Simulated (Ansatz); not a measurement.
One geometry of [BH4]- (BH4⁻), several levels of theory.

```yaml
crystal:
  periodic: [false, false, false]
  atoms:
    - {symbol: B, position_ang: [0.000000, -0.000011, -0.000004]}
    - {symbol: H, position_ang: [0.011982, -0.020613, 1.239409]}
    - {symbol: H, position_ang: [1.164664, 0.011970, -0.424347]}
    - {symbol: H, position_ang: [-0.592576, 1.016325, -0.390667]}
    - {symbol: H, position_ang: [-0.584069, -1.007670, -0.424382]}
basis:
  gaussian: {orbitals: def2-TZVPD, initial_orbitals: start.molden}
total_charge: -1
hamiltonian: {xc: {name: r2SCAN0}, dispersion: d4}
scf: {omitted_lower_state_checks: [starts]}
output: {orbitals: {seedname: orbitals}}
```

The file start.molden holds the orbitals of an earlier run on this structure, at another level or in another basis.

```sh
$ ansatz run in.yaml --threads 4 --pin off --events-out ev --progress --plain --max-ram 3916MiB
```

It prints (some lines left out):

```
Functional definition: r2SCAN0
369 factors; their error is unknown
mean field evaluation 1: about -741.1530 eV, gradient 2.4e0 eV
mean field evaluation 2: about -741.1611 eV, gradient 9.1e-3 eV
mean field evaluation 4: about -741.1585 eV, gradient 1.3e-5 eV
mean field -741.15850933 eV, -27.2370728425 hartree, gradient 2.7e-5 eV, S^2 0.000000; 0 other end points of the search recorded, 0 dependent functions left out
reference -741.15851852 eV, -27.2370731803 hartree; 5, 5 occupied and 68, 68 virtual orbitals, 369 factors
Total energy: -741.17180099 eV, -27.2375613020 hartree
Checks for a lower state left out: starts
```

Hardware: 4 threads of Arm Neoverse V2 on a shared host. Wall time 0.5 s.

As the first input, with `hamiltonian: {xc: {name: PBE-QIDH}}` and without the key `output` (abridged; 0.3 s):

```
Functional definition: PBE-QIDH
mean field -738.77613687 eV, -27.1495222696 hartree, gradient 2.5e-6 eV, S^2 0.000000
1 core orbitals not correlated: weight in the atoms' cores, before any rotation towards them, 1.000 or more for the frozen orbitals, at most 0.000 for the correlated occupied ones
second order -4.86054208 eV of doubles, -0.00000000 eV of singles
Total energy: -740.39632847 eV, -27.2090632127 hartree
Checks for a lower state left out: starts
```

The first input with `gaussian: {orbitals: def2-SVPD, initial_orbitals: start.molden}`, `hamiltonian: {xc: pbe0, dispersion: d4}` (abridged; 0.15 s):

```
Functional definition: PBE0
mean field -739.77937893 eV, -27.1863907352 hartree, gradient 2.5e-5 eV, S^2 0.000000
Total energy: -739.82002844 eV, -27.1878845771 hartree
Checks for a lower state left out: starts
```

Geometry: PBE0-D4/def2-TZVPD.

Correlated methods freeze 1 core orbital.
